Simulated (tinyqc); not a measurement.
Inside a calculation (part 2 of 2). Method: ROHF in the sto-3g basis, for BH, spin multiplicity 3. Computed by tinyqc, a small Python program that keeps every step (integrals from PySCF). Command: `OMP_NUM_THREADS=1 python tinyqc.py 24052 24053 out.jsonl` (the two numbers bound the seeds that draw the settings). One thread of a shared host (Intel(R) Xeon(R) Processor @ 2.60GHz), about 0.07 s of CPU time with the checks.

Geometry (angstrom):
```
atom         x         y         z
B     0.000000  0.000000  0.000000
H     0.000000  0.000000  2.033000
```

## Iteration 3: building the Fock matrix

D(alpha) after iteration 2:
```
            1B 1s      1B 2s     1B 2px     1B 2py     1B 2pz      2H 1s
1B 1s    1.079276  -0.296052  -0.007573   0.002276  -0.017975   0.041126
1B 2s   -0.296052   1.106195   0.017069  -0.013450   0.048746  -0.181312
1B 2px  -0.007573   0.017069   0.559652   0.386483  -0.305481   0.141597
1B 2py   0.002276  -0.013450   0.386483   0.268341  -0.219247   0.074757
1B 2pz  -0.017975   0.048746  -0.305481  -0.219247   0.225627   0.131533
2H 1s    0.041126  -0.181312   0.141597   0.074757   0.131533   0.922975
```

D(beta) after iteration 2:
```
            1B 1s      1B 2s     1B 2px     1B 2py     1B 2pz      2H 1s
1B 1s    1.069472  -0.259006  -0.011565   0.001392  -0.035656  -0.051553
1B 2s   -0.259006   0.966139   0.038659  -0.005591   0.111844   0.170016
1B 2px  -0.011565   0.038659   0.001548  -0.000224   0.004482   0.006810
1B 2py   0.001392  -0.005591  -0.000224   0.000032  -0.000647  -0.000983
1B 2pz  -0.035656   0.111844   0.004482  -0.000647   0.012980   0.019716
2H 1s   -0.051553   0.170016   0.006810  -0.000983   0.019716   0.029954
```

core Hamiltonian H = T + V (hartree):
```
             1B 1s      1B 2s     1B 2px     1B 2py     1B 2pz      2H 1s
1B 1s   -12.581380  -3.257434   0.000000   0.000000  -0.006367  -0.122471
1B 2s    -3.257434  -3.672556   0.000000   0.000000  -0.064734  -0.450312
1B 2px    0.000000   0.000000  -2.866076   0.000000   0.000000   0.000000
1B 2py    0.000000   0.000000   0.000000  -2.866076   0.000000   0.000000
1B 2pz   -0.006367  -0.064734   0.000000   0.000000  -2.900517  -0.516543
2H 1s    -0.122471  -0.450312   0.000000   0.000000  -0.516543  -1.767640
```

Two-electron integrals (ij|kl) in chemists' order, unique and non-zero (hartree):
```
(11|11) 2.923513   (21|11) 0.518376   (21|21) 0.109262   (22|11) 0.744229
(22|21) 0.193177   (22|22) 0.544804   (31|31) 0.020264   (32|31) 0.029996
(32|32) 0.120346   (33|11) 0.742491   (33|21) 0.193240   (33|22) 0.544682
(33|33) 0.586773   (41|41) 0.020264   (42|41) 0.029996   (42|42) 0.120346
(43|43) 0.031630   (44|11) 0.742491   (44|21) 0.193240   (44|22) 0.544682
(44|33) 0.523513   (44|44) 0.586773   (51|51) 0.020264   (52|51) 0.029996
(52|52) 0.120346   (53|53) 0.031630   (54|54) 0.031630   (55|11) 0.742491
(55|21) 0.193240   (55|22) 0.544682   (55|33) 0.523513   (55|44) 0.523513
(55|55) 0.586773   (61|11) 0.019035   (61|21) 0.004004   (61|22) 0.007125
(61|33) 0.007096   (61|44) 0.007096   (61|51) 0.000307   (61|52) 0.000567
(61|55) 0.007187   (61|61) 0.000152   (62|11) 0.070192   (62|21) 0.018642
(62|22) 0.061350   (62|33) 0.059470   (62|44) 0.059470   (62|51) 0.002007
(62|52) 0.014224   (62|55) 0.065043   (62|61) 0.000733   (62|62) 0.012128
(63|31) 0.001451   (63|32) 0.007614   (63|53) 0.002400   (63|63) 0.000993
(64|41) 0.001451   (64|42) 0.007614   (64|54) 0.002400   (64|64) 0.000993
(65|11) 0.079460   (65|21) 0.021300   (65|22) 0.073320   (65|33) 0.069917
(65|44) 0.069917   (65|51) 0.003218   (65|52) 0.021884   (65|55) 0.080037
(65|61) 0.000859   (65|62) 0.016570   (65|65) 0.023183   (66|11) 0.260197
(66|21) 0.070067   (66|22) 0.258735   (66|33) 0.248214   (66|44) 0.248214
(66|51) 0.006331   (66|52) 0.062597   (66|55) 0.279495   (66|61) 0.002740
(66|62) 0.075305   (66|65) 0.110585   (66|66) 0.774606
```

nuclear repulsion = 1.30146879 hartree

J_ij = sum D_kl (ij|kl) with D = D(alpha) + D(beta), K_ij = sum D_kl (ik|jl) for each spin; F = H + J - K(s); E = tr D H + tr D J / 2 - 0.5 sum_s tr D(s) K(s) + E_nn.

Coulomb J (hartree):
```
            1B 1s      1B 2s     1B 2px     1B 2py     1B 2pz      2H 1s
1B 1s    8.311842   1.672017   0.002998  -0.000780   0.014416   0.061824
1B 2s    1.672017   3.362747   0.014525  -0.003240   0.101372   0.402960
1B 2px   0.002998   0.014525   3.360567   0.024434  -0.018329  -0.000357
1B 2py  -0.000780  -0.003240   0.024434   3.342043  -0.013556  -0.001188
1B 2pz   0.014416   0.101372  -0.018329  -0.013556   3.372902   0.494820
2H 1s    0.061824   0.402960  -0.000357  -0.001188   0.494820   2.079366
```

exchange K(alpha) (hartree):
```
            1B 1s      1B 2s     1B 2px     1B 2py     1B 2pz     2H 1s
1B 1s    2.990894   0.551485  -0.000756  -0.000628  -0.001351  0.022175
1B 2s    0.551485   0.727223   0.019159  -0.003422   0.040218  0.113394
1B 2px  -0.000756   0.019159   0.480153   0.214553  -0.159346  0.014276
1B 2py  -0.000628  -0.003422   0.214553   0.318434  -0.116307  0.001892
1B 2pz  -0.001351   0.040218  -0.159346  -0.116307   0.330598  0.167221
2H 1s    0.022175   0.113394   0.014276   0.001892   0.167221  0.737735
```

exchange K(beta) (hartree):
```
            1B 1s      1B 2s     1B 2px     1B 2py     1B 2pz      2H 1s
1B 1s    2.963361   0.521031  -0.000133  -0.000195  -0.002393   0.017797
1B 2s    0.521031   0.564756   0.023584  -0.003474   0.082312   0.112407
1B 2px  -0.000133   0.023584   0.126288  -0.000124   0.002981   0.004516
1B 2py  -0.000195  -0.003474  -0.000124   0.125446  -0.000430  -0.000655
1B 2pz  -0.002393   0.082312   0.002981  -0.000430   0.141030   0.046167
2H 1s    0.017797   0.112407   0.004516  -0.000655   0.046167   0.068335
```

F(alpha) (hartree):
```
            1B 1s      1B 2s     1B 2px     1B 2py     1B 2pz      2H 1s
1B 1s   -7.260431  -2.136902   0.003754  -0.000152   0.009400  -0.082821
1B 2s   -2.136902  -1.037032  -0.004634   0.000182  -0.003580  -0.160745
1B 2px   0.003754  -0.004634   0.014338  -0.190119   0.141017  -0.014633
1B 2py  -0.000152   0.000182  -0.190119   0.157533   0.102751  -0.003080
1B 2pz   0.009400  -0.003580   0.141017   0.102751   0.141787  -0.188945
2H 1s   -0.082821  -0.160745  -0.014633  -0.003080  -0.188945  -0.426009
```

F(beta) (hartree):
```
            1B 1s      1B 2s     1B 2px     1B 2py     1B 2pz      2H 1s
1B 1s   -7.232899  -2.106448   0.003131  -0.000585   0.010442  -0.078444
1B 2s   -2.106448  -0.874565  -0.009059   0.000234  -0.045674  -0.159759
1B 2px   0.003131  -0.009059   0.368203   0.024559  -0.021309  -0.004873
1B 2py  -0.000585   0.000234   0.024559   0.350521  -0.013126  -0.000533
1B 2pz   0.010442  -0.045674  -0.021309  -0.013126   0.331355  -0.067890
2H 1s   -0.078444  -0.159759  -0.004873  -0.000533  -0.067890   0.243391
```

total energy of this density = -24.59614470 hartree

## Iteration 3: Roothaan effective Fock matrix

overlap S:
```
           1B 1s     1B 2s    1B 2px    1B 2py    1B 2pz     2H 1s
1B 1s   1.000000  0.269328  0.000000  0.000000  0.000000  0.009978
1B 2s   0.269328  1.000000  0.000000  0.000000  0.000000  0.154495
1B 2px  0.000000  0.000000  1.000000  0.000000  0.000000  0.000000
1B 2py  0.000000  0.000000  0.000000  1.000000  0.000000  0.000000
1B 2pz  0.000000  0.000000  0.000000  0.000000  1.000000  0.199974
2H 1s   0.009978  0.154495  0.000000  0.000000  0.199974  1.000000
```

With projectors Pc = D(beta) S, Po = (D(alpha) - D(beta)) S, Pv = 1 - D(alpha) S, the block xy is Px^T F Py; with Fc = (F(alpha) + F(beta))/2, the blocks are Fc for cc, oo, vv and cv, F(beta) for co and F(alpha) for ov.

effective F (hartree):
```
            1B 1s      1B 2s     1B 2px     1B 2py     1B 2pz      2H 1s
1B 1s   -7.246730  -2.120613   0.003364  -0.000381   0.008771  -0.084539
1B 2s   -2.120613  -0.966479  -0.007503   0.000302  -0.026466  -0.135916
1B 2px   0.003364  -0.007503   0.197053  -0.079856   0.073445   0.010516
1B 2py  -0.000381   0.000302  -0.079856   0.255500   0.051626   0.007441
1B 2pz   0.008771  -0.026466   0.073445   0.051626   0.268294  -0.082152
2H 1s   -0.084539  -0.135916   0.010516   0.007441  -0.082152  -0.090476
```

## Iteration 3: DIIS over 2 matrices

error matrix X^T (FDS - SDF) X:
```
           1          2          3          4          5          6
1   0.000000  -0.061708  -0.027322  -0.007810  -0.020090   0.011321
2   0.061708   0.000000   0.017020  -0.002829   0.050682   0.051009
3   0.027322  -0.017020   0.000000   0.000000   0.012755   0.039297
4   0.007810   0.002829   0.000000   0.000000   0.007686  -0.003369
5   0.020090  -0.050682  -0.012755  -0.007686   0.000000   0.027720
6  -0.011321  -0.051009  -0.039297   0.003369  -0.027720   0.000000
```

B (overlaps of the stored error matrices):
```
               1              2
1  3.6749399e-01  5.2052188e-02
2  5.2052188e-02  2.6322344e-02
```

Minimise |sum c_i e_i|^2 with sum c_i = 1: solve [B -1; -1 0][c; lambda] = [0; -1] with B_ij = tr e_i^T e_j, and take F = sum c_i F_i.

DIIS coefficients: -0.088812  1.088812

extrapolated F (hartree):
```
            1B 1s      1B 2s     1B 2px     1B 2py     1B 2pz      2H 1s
1B 1s   -7.244785  -2.120054   0.003488  -0.000609   0.007507  -0.084435
1B 2s   -2.120054  -0.969194  -0.005593   0.000492  -0.023619  -0.135712
1B 2px   0.003488  -0.005593   0.198127  -0.080394   0.074908   0.011049
1B 2py  -0.000609   0.000492  -0.080394   0.255799   0.051001   0.007006
1B 2pz   0.007507  -0.023619   0.074908   0.051001   0.273949  -0.082131
2H 1s   -0.084435  -0.135712   0.011049   0.007006  -0.082131  -0.096779
```

## Iteration 3: diagonalisation and new density

X:
```
                1          2         3          4          5         6
1B 1s   -0.637917   0.525365  0.000000   0.000000  -0.434107  0.456135
1B 2s    0.795129  -0.304850  0.000000   0.000000  -0.271606  0.554914
1B 2px   0.000000   0.000000  0.999909  -0.013489   0.000000  0.000000
1B 2py   0.000000   0.000000  0.013489   0.999909   0.000000  0.000000
1B 2pz   0.348681   0.699472  0.000000   0.000000   0.609429  0.246015
2H 1s   -0.569801  -0.585540  0.000000   0.000000   0.479921  0.414236
```

Diagonalise F' = X^T F X, C = X C', fill 4 alpha and 2 beta electrons from the bottom; D(s) = C_occ C_occ^T. Each column has its largest component positive (the first on a tie).

F' = X^T F X (hartree):
```
           1          2          3          4          5          6
1  -1.330565   1.469814   0.013347   0.014392  -1.414128   1.741274
2   1.469814  -1.223388   0.049879   0.030432   1.704215  -1.775401
3   0.013347   0.049879   0.195969  -0.079587   0.051420   0.021699
4   0.014392   0.030432  -0.079587   0.257957   0.033883   0.015153
5  -1.414128   1.704215   0.051420   0.033883  -1.830884   2.316085
6   1.741274  -1.775401   0.021699   0.015153   2.316085  -2.994853
```

orbital energies (hartree): MO1 -7.249291, MO2 -0.387124, MO3 -0.074550, MO4 0.111616, MO5 0.312393, MO6 0.361192

coefficients C:
```
              MO1        MO2        MO3        MO4        MO5        MO6
1B 1s    0.992478  -0.293135   0.090460   0.016659  -0.002729  -0.006795
1B 2s    0.026785   0.990268  -0.345297  -0.068060   0.008715   0.039702
1B 2px  -0.000435   0.001881  -0.121192   0.751315  -0.568691   0.312131
1B 2py   0.000080  -0.005934  -0.077928   0.528548   0.822316   0.195767
1B 2pz  -0.000557   0.040226   0.190850  -0.346778   0.017415   0.940301
2H 1s   -0.001899   0.178261   0.926656   0.274529  -0.010766  -0.321702
```

D(alpha) after iteration 3:
```
            1B 1s      1B 2s     1B 2px     1B 2py     1B 2pz      2H 1s
1B 1s    1.079401  -0.296069   0.000569   0.003574  -0.000857   0.034259
1B 2s   -0.296069   1.105210  -0.007436  -0.014939  -0.002478  -0.162181
1B 2px   0.000569  -0.007436   0.579165   0.406539  -0.283593   0.094291
1B 2py   0.003574  -0.014939   0.406539   0.285471  -0.198400   0.071831
1B 2pz  -0.000857  -0.002478  -0.283593  -0.198400   0.158297   0.088823
2H 1s    0.034259  -0.162181   0.094291   0.071831   0.088823   0.965838
```

D(beta) after iteration 3:
```
            1B 1s      1B 2s     1B 2px     1B 2py     1B 2pz      2H 1s
1B 1s    1.070940  -0.263699  -0.000984   0.001819  -0.012345  -0.054140
1B 2s   -0.263699   0.981348   0.001851  -0.005874   0.039820   0.176475
1B 2px  -0.000984   0.001851   0.000004  -0.000011   0.000076   0.000336
1B 2py   0.001819  -0.005874  -0.000011   0.000035  -0.000239  -0.001058
1B 2pz  -0.012345   0.039820   0.000076  -0.000239   0.001618   0.007172
2H 1s   -0.054140   0.176475   0.000336  -0.001058   0.007172   0.031780
```

## Iteration 12 (converged): orbitals

converged F (hartree):
```
            1B 1s      1B 2s     1B 2px     1B 2py     1B 2pz      2H 1s
1B 1s   -7.256871  -2.122493   0.000000   0.000000  -0.002409  -0.084310
1B 2s   -2.122493  -0.976620  -0.000002  -0.000002  -0.004693  -0.127488
1B 2px   0.000000  -0.000002   0.161422  -0.100725   0.000020   0.000003
1B 2py   0.000000  -0.000002  -0.100725   0.234548   0.000014   0.000002
1B 2pz  -0.002409  -0.004693   0.000020   0.000014   0.311283  -0.072054
2H 1s   -0.084310  -0.127488   0.000003   0.000002  -0.072054  -0.103946
```

As before.

F' = X^T F X (hartree):
```
           1          2          3          4          5          6
1  -1.331952   1.483542   0.000003   0.000002  -1.390233   1.753816
2   1.483542  -1.231579   0.000013   0.000009   1.716989  -1.770018
3   0.000003   0.000013   0.158718  -0.099702   0.000014   0.000005
4   0.000002   0.000009  -0.099702   0.237252   0.000010   0.000003
5  -1.390233   1.716989   0.000014   0.000010  -1.819390   2.333103
6   1.753816  -1.770018   0.000005   0.000003   2.333103  -2.991035
```

orbital energies (hartree): MO1 -7.261333, MO2 -0.390542, MO3 -0.081331, MO4 0.090829, MO5 0.305141, MO6 0.359251

coefficients C:
```
              MO1        MO2        MO3        MO4        MO5        MO6
1B 1s    0.992509  -0.295989   0.080453   0.000006   0.000000  -0.017285
1B 2s    0.026694   1.001416  -0.313336  -0.000025   0.000000   0.071666
1B 2px   0.000000   0.000004  -0.000037   0.818906  -0.573928   0.000072
1B 2py   0.000000   0.000003  -0.000025   0.573928   0.818906   0.000050
1B 2pz   0.000734   0.004376   0.133871  -0.000082   0.000001   1.012337
2H 1s   -0.002206   0.151497   0.964996   0.000072   0.000000  -0.339520
```

D(alpha) after iteration 12:
```
            1B 1s      1B 2s     1B 2px     1B 2py     1B 2pz      2H 1s
1B 1s    1.079156  -0.295124   0.000001   0.000001   0.010204   0.030606
1B 2s   -0.295124   1.101726  -0.000005  -0.000004  -0.037545  -0.150715
1B 2px   0.000001  -0.000005   0.670607   0.469993  -0.000072   0.000024
1B 2py   0.000001  -0.000004   0.469993   0.329393  -0.000051   0.000017
1B 2pz   0.010204  -0.037545  -0.000072  -0.000051   0.017941   0.129847
2H 1s    0.030606  -0.150715   0.000024   0.000017   0.129847   0.954173
```

D(beta) after iteration 12:
```
            1B 1s      1B 2s     1B 2px     1B 2py     1B 2pz      2H 1s
1B 1s    1.072683  -0.269915  -0.000001  -0.000001  -0.000566  -0.047031
1B 2s   -0.269915   1.003547   0.000004   0.000003   0.004401   0.151653
1B 2px  -0.000001   0.000004   0.000000   0.000000   0.000000   0.000001
1B 2py  -0.000001   0.000003   0.000000   0.000000   0.000000   0.000000
1B 2pz  -0.000566   0.004401   0.000000   0.000000   0.000020   0.000661
2H 1s   -0.047031   0.151653   0.000001   0.000000   0.000661   0.022956
```

## Convergence

Stop when the energy changes by less than 1e-08 hartree and every element of the error matrix X^T (F D S - S D F) X is below 3e-05.

Course of the cycle:
```
iteration   E (hartree)     change  largest element of the error matrix
1          -18.69419670          -                             3.56e+00
2          -24.49056079  -5.80e+00                             2.68e-01
3          -24.59614470  -1.06e-01                             6.17e-02
4          -24.61022123  -1.41e-02                             1.52e-02
5          -24.61319823  -2.98e-03                             6.57e-03
6          -24.61427654  -1.08e-03                             6.48e-03
7          -24.61551126  -1.23e-03                             4.71e-03
8          -24.61694181  -1.43e-03                             2.43e-03
9          -24.61697411  -3.23e-05                             8.83e-04
10         -24.61698374  -9.62e-06                             1.37e-04
11         -24.61698387  -1.39e-07                             1.18e-05
12         -24.61698388  -1.01e-09                             4.01e-06
```

PySCF ROHF in the same basis = -24.61698388 hartree

Converged in 12 iterations.

## Populations, bond orders and dipole

Mulliken: Z minus the diagonal of D S on the atom; Loewdin: the same with S^(1/2) D S^(1/2); Mayer order: 2 sum_s sum (D(s) S)_ij (D(s) S)_ji over the two atoms.

Charges (e):
```
atom   Mulliken    Loewdin  Mulliken spin
1B     0.003208   0.000058       1.088889
2H    -0.003208  -0.000058       0.911111
```

Mayer bond orders:
```
pair     order
2-1   0.169866
```

dipole moment about the origin, x y z (debye): -0.000007  -0.000006  0.034793
